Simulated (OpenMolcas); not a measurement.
# BClO (boron chloride oxide): HF/ANO-S-VDZP (Cholesky decomposition)

Aim: the vertical singlet–triplet gap of BClO (boron chloride oxide) at HF/ANO-S-VDZP (Cholesky decomposition), from 2 runs. 

The results are computed with OpenMolcas 26.06.

8 further runs of the same task are left out: 3 that didn't finish, 5 set aside as unsound or not needed.

### Step 1. The molecule

The species is BClO (3 atoms), meant as a singlet with charge 0. As SMILES, `O=BCl`. Geometry: relaxed at GFN2-xTB.

Bond lengths: O1–B2 1.193 Å, B2–Cl3 1.639 Å. Angles: O1–B2–Cl3 179.9°.

### Step 2. The energy at HF/ANO-S-VDZP (Cholesky decomposition)

Contents of mol.input:

```
>>> EXPORT MOLCAS_PRINT=2

&gateway
 basisset
 O.ANO-S-VDZP....
 O1 1.019560 0.606200 0.626990 angstrom
 End of Basis
 basisset
 B.ANO-S-VDZP....
 B2 0.113080 0.066620 0.069470 angstrom
 End of Basis
 basisset
 Cl.ANO-S-VDZP....
 Cl3 -1.132640 -0.672810 -0.696460 angstrom
 End of Basis

&seward
 low

&scf
 prorbitals
 0
```

Command:

```console
$ export MOLCAS_MEM=1860
$ pymolcas mol.input > mol.log
```

The program printed:

```text
--- Start Module: gateway ---
[...]
--- Stop Module: gateway /rc=_RC_ALL_IS_WELL_ ---
--- Start Module: seward ---
[...]
      Basis functions           46
--- Stop Module: seward /rc=_RC_ALL_IS_WELL_ ---
[...]
--- Start Module: scf ---
[...]
       Convergence after  11 Iterations
[...]
::    Total SCF energy                               -559.1451548788
[...]
      Total spin, S                                     0.0000000000
[...]
      Total electronic charge=   30.000000
      Total            charge=   -0.000000
[...]
      Dipole Moment (debye):
      Origin of the operator (angstrom)=   -0.3559   -0.2113   -0.2188
                   X= -2.5069E+00               Y= -1.4925E+00               Z= -1.5419E+00           Total=  3.3000E+00
      Quadrupole Moment (debye*angstrom):
[...]
--- Stop Module: scf /rc=_RC_ALL_IS_WELL_ ---
[...]
```

Run time: 2.4 s. Hardware: 1 thread of Arm Neoverse V1, shared host; peak memory 0.2 GiB.

### Step 3. The triplet at the same level

Contents of mol.input:

```
&GATEWAY
BASISSET
O.ANO-S-VDZP....
O1 1.019560 0.606200 0.626990 angstrom
End of Basis
BASISSET
B.ANO-S-VDZP....
B2 0.113080 0.066620 0.069470 angstrom
End of Basis
BASISSET
Cl.ANO-S-VDZP....
Cl3 -1.132640 -0.672810 -0.696460 angstrom
End of Basis
&SEWARD
LOW
&SCF
UHF
SPIN
3
PRORBITALS
0
```

Command:

```console
$ export MOLCAS_MEM=1860
$ pymolcas mol.input > mol.log
```

The program printed:

```text
--- Start Module: gateway ---
[...]
--- Stop Module: gateway /rc=_RC_ALL_IS_WELL_ ---
--- Start Module: seward ---
[...]
      Basis functions           46
--- Stop Module: seward /rc=_RC_ALL_IS_WELL_ ---
[...]
--- Start Module: scf ---
[...]
       Convergence after  36 Iterations
[...]
::    Total SCF energy                               -558.9019674871
[...]
      Total spin, S                                     1.0066328042
[...]
      Total electronic charge=   30.000000
      Total            charge=   -0.000000
[...]
      Dipole Moment (debye):
      Origin of the operator (angstrom)=   -0.3559   -0.2113   -0.2188
                   X=  1.2618E-01               Y=  1.0634E-01               Z=  8.2797E-02           Total=  1.8462E-01
      Quadrupole Moment (debye*angstrom):
[...]
--- Stop Module: scf /rc=_RC_ALL_IS_WELL_ ---
[...]
```

It took 4.2 s on 1 thread of Arm Neoverse V1, shared host; peak memory 0.2 GiB.

### Step 4. Summary of results

At HF/ANO-S-VDZP (Cholesky decomposition):

| quantity | value |
| --- | --- |
| singlet: total energy | -559.14515 Eh |
| singlet: dipole moment | 3.30 D |
| singlet: HOMO energy | -13.74 eV |
| singlet: LUMO energy | 2.76 eV |
| singlet: HOMO–LUMO gap | 16.50 eV |
| triplet: total energy | -558.90197 Eh |
| triplet: dipole moment | 0.18 D |
| triplet: HOMO energy (highest over α and β) | -5.74 eV |
| triplet: LUMO energy (lowest over α and β) | -0.88 eV |
| triplet: ⟨S²⟩ | 2.020 |
| vertical energy of the triplet above the singlet | 6.617 eV |

In words: At this shape the triplet lies 6.62 eV (638 kJ/mol) above the singlet. Mulliken charges (singlet) run from -0.22 on O1 to +0.12 on Cl3. Mulliken charges (triplet) run from -0.18 on B2 to +0.11 on O1.
